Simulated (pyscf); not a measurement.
H₂C=CH–F + H• → •HC=CH₂ + HF, an atom transfer (doublet surface; C–F broken, F–H formed). PySCF, gas phase, ωB97X-D3(BJ)/def2-SVP geometries. MP2 and CC: frozen core, UHF for open shells. ΔMP2 is the change of the MP2 total energy from the triple- to the quadruple-zeta basis. Energies in kcal/mol from the separated reactants.

Small-basis levels: PySCF, no dispersion term, spherical d functions. Open shells are spin-unrestricted. 

### Question
Quick B3LYP/LANL2DZ single points give ΔE‡ = 22.5 kcal/mol and ΔE = -12.1 kcal/mol. What does CCSD(T)/def2-TZVPP + ΔMP2(QZVPP) give, and how far is the quick result from it?

### Answer
CCSD(T)/def2-TZVPP + ΔMP2(QZVPP) gives ΔE‡ = 39.2 kcal/mol and ΔE = -13.7 kcal/mol. B3LYP/LANL2DZ lies 16.6 kcal/mol under it in the barrier and 1.6 kcal/mol over it in the reaction energy, so on this step it does not hold to within 3.0 kcal/mol. CCSD(T)/def2-TZVPP + ΔMP2(QZVPP) has limits of its own. The same reactants have a lower exit, to H₂C=C•–F + H₂ (barrier +17.5 kcal/mol at ωB97M-D3(BJ)/def2-TZVP, against +38.0 kcal/mol here). One saddle was located; it need not be the lowest between these sides. The angle at the transferred F is 180°. The CCSD(T) − MP2 part came from Ansatz, without density fitting, on the same reference. A UHF reference is spin-contaminated (<S²> up to 1.00), which harms MP2 most.
